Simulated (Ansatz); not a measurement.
Results of r²SCAN0 (Ansatz, a program for electronic structure, plane waves, PAW) for fluorite CdF₂.

Settings: plane-wave cutoff 600 eV, 8×8×8 k mesh, scalar-relativistic PAW data made under PBE.

Computed at the level's own relaxed cell.

Hill averages of the elastic tensor: K = 118.2 GPa, G = 37.3 GPa. Volume 12.820 Å³/atom, mean atomic mass 50.136 u.

Task: Work out the density, the sound velocities of a polycrystal and the elastic Debye temperature at this level.

Result: ρ = 1.66054 × 50.136/12.820 = 6.494 g/cm³. v_l = √[(K + 4G/3)/ρ] = 5.085 km/s and v_t = √(G/ρ) = 2.397 km/s. The mean follows from 3/v_m³ = 1/v_l³ + 2/v_t³: v_m = 2.698 km/s. Θ_D = (ħ/k_B) v_m (6π²/V)^(1/3) = 76.38 K Å s/km × 2.698 × 1.6654 Å⁻¹ = 343 K, counting all atoms of the cell.
